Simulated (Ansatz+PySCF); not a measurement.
A calculation with Ansatz (development build ahead of 0.2.0).

```yaml
crystal:
  periodic: [false, false, false]
  atoms:
    - { symbol: "N", position_ang: [0.0, 0.0, -1.10958] }
    - { symbol: "N", position_ang: [0.0, 0.0, 1.10958] }
basis:
  gaussian: { orbitals: "6-31G" }
total_charge: 1
magnetization:
  initial_magnetization: 1
hamiltonian:
  xc: hf
correlation:
  method: mp2
  frozen_orbitals: { "N": 1 }
scf:
  omitted_lower_state_checks: [starts, atomic_configurations, cluster_reference, orbital_swaps, given_window_search, neighbouring_geometries, increment]
```

The input is written out in the form of the current development build from the run's settings. Correlation on restricted open-shell orbitals is semicanonical, with singles.

The run gave:

```
Converged                       : yes
Reference energy                : -108.06723 hartree
Correlation energy              : -0.11829 hartree
Total energy                    : -108.18552 hartree
Spin squared of the determinant : 0.750
Stability test                  : minimum among restricted orbitals
```

Caution: bonds are stretched, where a single reference can fail; an unrestricted determinant lies well below; the charge can sit on one fragment and break the point group; the determinant breaks the point group; another reference gives a lower total.
